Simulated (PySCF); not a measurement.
C5H8S.
SMILES with atom numbers: `[CH2:1]=[CH:2]/[CH:3]=[CH:4]\[S:5][CH3:6]` (hydrogens: H7, H8 on C1; H9 on C2; H10 on C3; H11 on C4; H12, H13, H14 on C6)

The same species was optimised twice, with GFN2-xTB and with PBE0-D3(BJ)/def2-SVP (PySCF), and the same property calculations (PySCF, gas phase) were run on both structures.

```json
{"coordinate": "S5–C6 (Å)", "GFN2-xTB": "1.818", "PBE0-D3(BJ)/def2-SVP": "1.804", "change": "-0.014"}
{"coordinate": "C3=C4 (Å)", "GFN2-xTB": "1.338", "PBE0-D3(BJ)/def2-SVP": "1.349", "change": "+0.011"}
{"coordinate": "C1=C2 (Å)", "GFN2-xTB": "1.331", "PBE0-D3(BJ)/def2-SVP": "1.342", "change": "+0.011"}
{"coordinate": "C2–C3 (Å)", "GFN2-xTB": "1.439", "PBE0-D3(BJ)/def2-SVP": "1.448", "change": "+0.009"}
{"coordinate": "C4–S5 (Å)", "GFN2-xTB": "1.752", "PBE0-D3(BJ)/def2-SVP": "1.748", "change": "-0.004"}
{"coordinate": "C2–C3–C4 (°)", "GFN2-xTB": "124.4", "PBE0-D3(BJ)/def2-SVP": "125.6", "change": "+1.2"}
{"coordinate": "C4–S5–C6 (°)", "GFN2-xTB": "99.5", "PBE0-D3(BJ)/def2-SVP": "100.3", "change": "+0.8"}
{"coordinate": "C1–C2–C3 (°)", "GFN2-xTB": "123.9", "PBE0-D3(BJ)/def2-SVP": "124.5", "change": "+0.6"}
{"coordinate": "C3–C4–S5 (°)", "GFN2-xTB": "124.7", "PBE0-D3(BJ)/def2-SVP": "125.2", "change": "+0.5"}
{"coordinate": "C1–C2–C3–C4 (°)", "GFN2-xTB": "180", "PBE0-D3(BJ)/def2-SVP": "180", "change": "0"}
{"coordinate": "C3–C4–S5–C6 (°)", "GFN2-xTB": "180", "PBE0-D3(BJ)/def2-SVP": "180", "change": "0"}
```

Rotational constants: A = 11310, B = 1261, C = 1143 MHz (GFN2-xTB) against A = 11392, B = 1234, C = 1121 MHz (PBE0-D3(BJ)/def2-SVP). Point groups within 0.08 Å: Cs and Cs. Atoms that the bonding makes alike are paired by their places after alignment.

On the GFN2-xTB structure: HOMO (eV) -5.85 [PBE0/pcSseg-1]; LUMO (eV) -0.80 [PBE0/pcSseg-1]; dipole (D) 1.79 [PBE0/pcSseg-1]; GIAO shielding of C1 (ppm) 64.5 [PBE0/pcSseg-1]; GIAO shielding of C2 (ppm) 46.6 [PBE0/pcSseg-1]; GIAO shielding of C3 (ppm) 56.3 [PBE0/pcSseg-1]; GIAO shielding of C4 (ppm) 46.1 [PBE0/pcSseg-1]; GIAO shielding of S5 (ppm) 500.2 [PBE0/pcSseg-1]; GIAO shielding of C6 (ppm) 165.4 [PBE0/pcSseg-1].

Q: What do these properties become on the PBE0-D3(BJ)/def2-SVP structure?

A: 
| property | level | on GFN2-xTB | on PBE0-D3(BJ)/def2-SVP | change |
| --- | --- | --- | --- | --- |
| HOMO (eV) | PBE0/pcSseg-1 | -5.85 | -5.84 | +0.01 |
| LUMO (eV) | PBE0/pcSseg-1 | -0.80 | -0.85 | -0.05 |
| dipole (D) | PBE0/pcSseg-1 | 1.79 | 1.81 | +0.02 |
| energy, GFN2-xTB geometry as zero (kcal/mol) | PBE0/pcSseg-1 | 0.0 | -0.6 | -0.6 |
| GIAO shielding of C1 (ppm) | PBE0/pcSseg-1 | 64.5 | 61.2 | -3.3 |
| GIAO shielding of C2 (ppm) | PBE0/pcSseg-1 | 46.6 | 44.5 | -2.1 |
| GIAO shielding of C3 (ppm) | PBE0/pcSseg-1 | 56.3 | 54.1 | -2.2 |
| GIAO shielding of C4 (ppm) | PBE0/pcSseg-1 | 46.1 | 44.4 | -1.7 |
| GIAO shielding of S5 (ppm) | PBE0/pcSseg-1 | 500.2 | 500.8 | +0.6 |
| GIAO shielding of C6 (ppm) | PBE0/pcSseg-1 | 165.4 | 164.3 | -1.1 |

The heavy atoms differ by 0.023 Å rms after alignment. Among bonds between heavy atoms S5–C6 changes most (-0.014 Å). Changes are differences of the printed values. Neither structure is proved a minimum here.

Conformer computed: `[CH2:1]=[CH:2]/[CH:3]=[CH:4]\[S:5][CH3:6]`: C1–C2–C3–C4 180°, C3–C4–S5–C6 180°.
